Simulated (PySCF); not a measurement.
# Orbital energies and ionisation energy

Compound: C6H12.
Z-matrix (Å and degrees, PBE0-D3(BJ)/def2-SVP geometry), rows numbered from 1:
```
C 
C   1  1.5200
C   2  1.5237  1  113.42
C   3  1.5072  2  113.41  1  -179.70
C   4  1.5013  3  120.22  2    83.64
C   4  1.4987  3  120.85  2   154.70
H   1  1.1006  2  111.74  3  -179.94
H   1  1.1021  2  111.25  3    59.87
H   1  1.1021  2  111.31  3   -59.67
H   2  1.1039  1  109.93  3  -122.13
H   2  1.1044  1  109.71  3   122.17
H   3  1.1053  2  109.46  1    57.67
H   3  1.1052  2  109.41  1   -57.75
H   4  1.0966  3  114.13  2   -60.17
H   5  1.0932  4  118.83  6   108.16
H   5  1.0945  4  117.49  6  -107.80
H   6  1.0942  4  117.65  5   107.91
H   6  1.0932  4  118.58  5  -108.18
```

Level: B3LYP/def2-SVPD (PySCF). Frontier orbitals with their largest atomic shares (Löwdin; up to four atoms above 4 %):

```csv
orbital,ε (eV),main atoms
HOMO−3,-9.17,"C4 19 %, C3 17 %, C2 15 %, C1 13 %"
HOMO−2,-8.93,"C2 26 %, H11 14 %, C1 13 %, C3 13 %"
HOMO−1,-7.97,"C5 31 %, C6 28 %, C4 14 %, C3 7 %"
HOMO,-7.68,?
LUMO,0.61,"C1 18 %, C2 11 %, C3 8 %, C5 6 %"
LUMO+1,0.97,"C6 15 %, H18 14 %, C1 11 %, H14 9 %"
LUMO+2,1.02,"H17 14 %, H14 12 %, H13 12 %, H11 10 %"
```

Question: What vertical ionisation energy does ΔSCF give, and how far is −ε(HOMO) from it?

Answer: ΔSCF: 9.86 eV (951 kJ/mol; threshold wavelength 126 nm); ⟨S²⟩ of the doublet left behind is 0.752, against 0.75 for a pure doublet. −ε(HOMO) is 7.68 eV, 2.18 eV below it. In exact Kohn–Sham theory the two would be equal; B3LYP (global hybrid, 20 % exact exchange) falls short of its own ΔSCF value by 22 %.

Question: On which atoms does the HOMO lie?

Answer: C4 (three-membered-ring carbon) 30 %, C6 (three-membered-ring carbon) 19 %, C5 (three-membered-ring carbon) 17 %, C3 (chain CH2 carbon) 9 %, so no atom holds as much as 40 %. The HOMO−1 lies 0.29 eV lower.

Question: Shift the occupied levels rigidly so that −ε(HOMO) equals the ΔSCF value. What binding energies result?

Answer: The shift is +2.18 eV: HOMO 9.86, HOMO−1 10.15, HOMO−2 11.11, HOMO−3 11.35 eV. A rigid shift is only a rough guide to the deeper ionisations.

Question: What kinetic energy would electrons from this vertical process carry with He I light (21.218 eV)?

Answer: 21.22 − 9.86 = 11.36 eV.

Question: How many of the 10 lowest singlet excitations (vertical TDDFT, same level) lie below the ionisation energy?

Answer: All 10; they run from 7.41 to 8.58 eV.

Geometry: PBE0-D3(BJ)/def2-SVP, one conformer, isolated molecule.

The run behind these numbers computed excited states and ΔSCF ions as well. The run took 2.0 min of wall time on one thread, Arm Neoverse V2, no GPU (shared host).
